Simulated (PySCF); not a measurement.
# SiF+: bond curves at several levels of theory

What are the lowest state that PBE0 finds, the bond length, vibrational wavenumber and bond energy of SiF+, and how much do these hang on the method?

Method: Si 6-31G(d,p), F 6-31G(d,p), no relativity; program: PySCF 2.14.0.

### 1 The job

Settings of the job:

```
atoms                         : Si, F
charge                        : 1
basis                         : Si 6-31G(d,p), F 6-31G(d,p)
Hamiltonian                   : no relativity
basis functions               : 32
electrons treated             : 22
masses in u                   : 27.9769, 18.9984
levels                        : PBE0, PBE, r²SCAN, PBEsol, r²SCAN0, B2PLYP, LC-ωPBE, HF, MP2, SCS-MP2, CCSD, CCSD(T)
grid                          : 80 radial by 434 angular points
occupations                   : held fixed by the projection of orbital angular momentum
dissociation limit            : Si+ + F, each in its ground configuration
starting distance in angstrom : 1.830
values of 2S to try           : 0, 2
```

After this run come: The PBE0 curve of the state that the search chose; Excited determinants; PBE (GGA); r²SCAN (meta-GGA); PBEsol; r²SCAN0 (hybrid meta-GGA); B2PLYP (double hybrid); LC-ωPBE (range-separated hybrid); RHF (mean field); Correlated methods on the Hartree–Fock reference.

**Question.** What will these runs give? Wanted: for each run, Re; ωe; De; μ.

The runs gave:

Lowest PBE0 solution found, without spin–orbit coupling: ¹Σ⁺ (singlet), closed shell. State 2 has its PBE0 minimum 4.50 eV higher. The other levels ran on the lowest alone.

| level | Re (Å) | ωe (cm⁻¹) | De (eV) | μ (D) |
| --- | --- | --- | --- | --- |
| RHF | 1.535 | 1102 | 4.68 | -3.61 |
| RHF-MP2 | 1.561 | 1050 | 6.71 | n/a |
| RHF-SCS-MP2 | 1.560 | 1052 | 6.51 | n/a |
| RHF-CCSD | 1.557 | 1058 | 6.31 | n/a |
| RHF-CCSD(T) | 1.561 | 1044 | 6.41 | n/a |
| PBE | 1.575 | 988 | 7.04 | -3.25 |
| PBEsol | 1.569 | 1002 | 7.38 | -3.22 |
| r²SCAN | 1.560 | 1026 | 6.78 | -3.26 |
| PBE0 | 1.556 | 1039 | 6.60 | -3.37 |
| r²SCAN0 | 1.548 | 1059 | 6.43 | -3.38 |
| LC-ωPBE | 1.552 | 1063 | 6.72 | -3.28 |
| B2PLYP | 1.560 | 1032 | 6.63 | -3.60 |

De is counted to Si+ + F in their ground configurations. A positive dipole points from Si to F; in an ion it is taken about the centre of mass and does not tell which atom is negative.

Bond lengths run from 1.535 Å (RHF) to 1.575 Å (PBE). Of the levels with a De here, RHF gives the least (4.68 eV) and PBEsol the most (7.38 eV).

Correlated steps freeze 6 core orbitals. B2PLYP dipoles, levels and charges come from its SCF part alone. T1 is 0.021 near the minimum (highest on the curve 0.032), which may point to more than one leading configuration.
